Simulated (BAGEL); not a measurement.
**SiH2O2 (SMILES O[Si]O): a chain of runs**

Wanted: the energy (HF/def2-SVP), then the energy (NEVPT2(2,2)/def2-SVP), then the energy (CASPT2(2,2)/def2-SVP) of SiH2O2. 

The calculation is run with BAGEL 1.2.2.

1 further run of the same task is left out (set aside as unsound or not needed).

## 1. The structure to begin with

SiH2O2: 5 atoms, total charge 0, spin state singlet. As SMILES, `O[Si]O`. The O3–H5 distance was set to 2.208 Å, away from the relaxed value. At this shape a bond of the SMILES string is far longer than usual.

Bond lengths: O1–Si2 1.642 Å, Si2–O3 1.663 Å, O1–H4 0.964 Å. Angles: O1–Si2–O3 99.4°, Si2–O1–H4 117.5°.

## 2. The energy at HF/def2-SVP (density fitting with svp-jkfit) (run 1)

input.json

```json
{ "bagel": [

{
  "title": "molecule",
  "basis": "svp",
  "df_basis": "svp-jkfit",
  "angstrom": true,
  "geometry": [
    { "atom": "O", "xyz": [      -2.567793,       0.155172,      -0.749225 ] },
    { "atom": "Si", "xyz": [      -1.336593,      -0.530528,       0.093475 ] },
    { "atom": "O", "xyz": [      -0.088593,       0.448272,      -0.405625 ] },
    { "atom": "H", "xyz": [      -2.356493,       0.909672,      -1.310325 ] },
    { "atom": "H", "xyz": [       1.901100,      -0.013100,       0.433400 ] }
  ]
},

{ "title": "hf" },

{ "title": "print", "file": "orbitals.molden", "orbitals": true }

]}
```

The run is started by

```
$ BAGEL_NUM_THREADS=1 BAGEL input.json > input.out
```

Output:

```text
* using 1 threads per process

  ===============================================================
  ===============================================================

  *** Geometry ***

  { "atom" : "O", "xyz" : [     -4.852426,      0.293233,     -1.415830 ] },
  { "atom" : "Si", "xyz" : [     -2.525795,     -1.002553,      0.176642 ] },
  { "atom" : "O", "xyz" : [     -0.167417,      0.847111,     -0.766520 ] },
  { "atom" : "H", "xyz" : [     -4.453126,      1.719031,     -2.476155 ] },
  { "atom" : "H", "xyz" : [      3.592558,     -0.024755,      0.819007 ] },

  Number of auxiliary basis functions:      318

  Since a DF basis is specified, we compute 2- and 3-index integrals:
    o Being stored without compression. Storage requirement is 0.008 GB

  Number of basis functions:       56
  Number of electrons      :       32

    * METHOD: MOLECULE                             0.08

  *** RHF ***

  === Nuclear Repulsion ===
    99.7536901785

      * DIIS with orbital gradients will be used.

  === RHF iteration (svp) ===
      0       -438.95811626          0.03721501           0.02
      1       -438.63441866          0.05205142           0.02
      2       -439.37886686          0.00750928           0.02
[... 18 lines of this table left out ...]
     21       -439.40065920          0.00000001           0.02
    * SCF iteration converged.

    * Permanent dipole moment:
           (   -1.040505,    -0.211265,    -0.072427) a.u.

    * METHOD: HF                                   0.46

    * METHOD: PRINT                                0.01

  ===============================================================
```

Wall time 0.76 s (1 thread of Arm Neoverse V2, shared host); peak memory 0.14 GiB.

## 3. The energy at NEVPT2(2,2)/def2-SVP (density fitting with svp-jkfit) (run 2)

job.json

```json
{ "bagel": [

{
  "title": "molecule",
  "basis": "svp",
  "df_basis": "svp-jkfit",
  "angstrom": true,
  "geometry": [
    { "atom": "O", "xyz": [      -2.567793,       0.155172,      -0.749225 ] },
    { "atom": "Si", "xyz": [      -1.336593,      -0.530528,       0.093475 ] },
    { "atom": "O", "xyz": [      -0.088593,       0.448272,      -0.405625 ] },
    { "atom": "H", "xyz": [      -2.356493,       0.909672,      -1.310325 ] },
    { "atom": "H", "xyz": [       1.901100,      -0.013100,       0.433400 ] }
  ]
},

{
  "title": "hf"
},

{
  "title": "nevpt2",
  "nstate": 1,
  "nact": 2,
  "nclosed": 15,
  "active": [15, 17],
  "maxiter": 200,
  "natocc": true,
  "ncore": 7
},

{
  "title": "print",
  "file": "orbitals.molden",
  "orbitals": true
}

]}
```

The run is started by

```
$ BAGEL_NUM_THREADS=1 BAGEL job.json > job.out
```

Output:

```text
* using 1 threads per process

  ===============================================================
  ===============================================================

  *** Geometry ***

[... 29 lines left out ...]
    * SCF iteration converged.
[... 1 line left out ...]
    * Permanent dipole moment:
[... 28 lines left out ...]
    * Second-order optimization converged. *
[... 9 lines left out ...]
     * ci vector, state   0, <S^2> = 0.0000
       2.     0.8390639470
       .2    -0.5440328049

  === DF-NEVPT2 calculation ===

    * 3-index integral transformation done
    * assembly done

      NEVPT2 correlation energy:   -0.4103926302      0.04

          (+0)     -0.3454659828
          (+0)'    -0.0123305928
          (+1)     -0.0129491733
          (+1)'     0.0000000000
          (+2)     -0.0001664623
          (-1)     -0.0390077459
          (-1)'     0.0000000000
          (-2)     -0.0004726732

      NEVPT2 total energy:       -439.9379288074

    * METHOD: NEVPT2                               1.51

    * METHOD: PRINT                                0.01

  ===============================================================
```

Wall time 2.3 s (1 thread of Arm Neoverse V2, shared host); peak memory 0.14 GiB.

## 4. A single-point energy at CASPT2(2,2)/def2-SVP (density fitting with svp-jkfit) (run 3)

job.json

```json
{ "bagel": [

{
  "title": "molecule",
  "basis": "svp",
  "df_basis": "svp-jkfit",
  "angstrom": "true",
  "geometry": [
    { "atom": "O", "xyz": [      -2.567793,       0.155172,      -0.749225 ] },
    { "atom": "Si", "xyz": [      -1.336593,      -0.530528,       0.093475 ] },
    { "atom": "O", "xyz": [      -0.088593,       0.448272,      -0.405625 ] },
    { "atom": "H", "xyz": [      -2.356493,       0.909672,      -1.310325 ] },
    { "atom": "H", "xyz": [       1.901100,      -0.013100,       0.433400 ] }
  ]
},

{ "title": "hf" },

{ "title": "casscf", "nstate": 1, "nact": 2, "nclosed": 15, "active": [15, 17], "maxiter": 200, "natocc": "true" },

{ "title": "print", "file": "orbitals.molden", "orbitals": "true" },

{ "title": "smith", "method": "caspt2", "ms": "true", "xms": "true", "sssr": "true", "shift": 0.2, "shift_imag": "true", "ncore": 7 }

]}
```

The run is started by

```
$ BAGEL_NUM_THREADS=1 BAGEL job.json > job.out
```

Output:

```text
* using 1 threads per process

  ===============================================================
  ===============================================================

  *** Geometry ***

[... 31 lines left out ...]
    * Permanent dipole moment:
[... 37 lines left out ...]
     * ci vector, state   0, <S^2> = 0.0000
[... 21 lines left out ...]
       #      aibj      arbs      arbi      airj      risj      airs      arst      rist         Etot      error   time
[... 8 lines left out ...]
      ------------------------------------------------------------------------------------------------------------------

    * CASPT2 energy : state  0     -439.9446937318
        w/o shift correction       -439.9425589556
        reference weight              0.8867545476

    * METHOD: SMITH                                0.15

  ===============================================================
```

Wall time 2.4 s (1 thread of Arm Neoverse V2, shared host); peak memory 0.14 GiB.

## 5. What came out

| quantity | value |
| --- | --- |
| run 1, HF/def2-SVP: total energy | -439.40066 Eh |
| run 1, HF/def2-SVP: dipole moment | 2.70 D |
| run 1, HF/def2-SVP: HOMO energy | -9.23 eV |
| run 1, HF/def2-SVP: LUMO energy | -2.33 eV |
| run 1, HF/def2-SVP: HOMO–LUMO gap | 6.89 eV |
| run 2, NEVPT2(2,2)/def2-SVP: total energy | -439.93793 Eh |
| run 3, CASPT2(2,2)/def2-SVP: total energy | -439.94469 Eh |

One bond (run 1, HF/def2-SVP) is far stretched, which a spin-restricted single reference describes badly; a broken-symmetry solution may lie lower.
